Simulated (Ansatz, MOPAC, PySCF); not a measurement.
System: CH5S, charge 1, multiplicity 1. SMILES: C[SH2+]
Geometry: optimised at B3LYP-D3(BJ)/def2-TZVP (Ansatz, a quantum-chemistry and plane-wave program).

Unscaled harmonic wavenumbers (cm⁻¹) in rising order, each level at the stationary point that it reaches from this structure (no distance between atoms moves by over 0.3 Å); the order of modes can differ between levels, and a negative number is imaginary. B3LYP-D3(BJ)/def2-TZVP (PySCF, at the structure above): 239, 633, 750, 779, 1059, 1110, 1205, 1371, 1458, 1460, 2614, 2624, 3069, 3166, 3192.

PM3 (MOPAC): 154, 712, 799, 819, 1027, 1058, 1168, 1303, 1357, 1360, 1742, 1793, 3054, 3073, 3164. Zero-point energy 32.3 against 35.4 kcal/mol; where all levels lie over 400 cm⁻¹, the wavenumbers are on average 0.947 times those of B3LYP-D3(BJ)/def2-TZVP.

HF/3-21G (Ansatz): 198, 538, 776, 801, 1138, 1194, 1341, 1509, 1593, 1602, 2625, 2634, 3253, 3382, 3393. Zero-point energy 37.1 against 35.4 kcal/mol; where all levels lie over 400 cm⁻¹, the wavenumbers are on average 1.047 times those of B3LYP-D3(BJ)/def2-TZVP.

HF/6-31G* (Ansatz): 242, 684, 826, 850, 1175, 1227, 1376, 1522, 1592, 1593, 2917, 2921, 3258, 3372, 3390. Zero-point energy 38.5 against 35.4 kcal/mol; where all levels lie over 400 cm⁻¹, the wavenumbers are on average 1.096 times those of B3LYP-D3(BJ)/def2-TZVP.

B3LYP/6-31G* (Ansatz): 237, 628, 762, 789, 1079, 1129, 1254, 1402, 1479, 1483, 2659, 2671, 3098, 3203, 3223. Zero-point energy 35.9 against 35.4 kcal/mol; where all levels lie over 400 cm⁻¹, the wavenumbers are on average 1.015 times those of B3LYP-D3(BJ)/def2-TZVP.
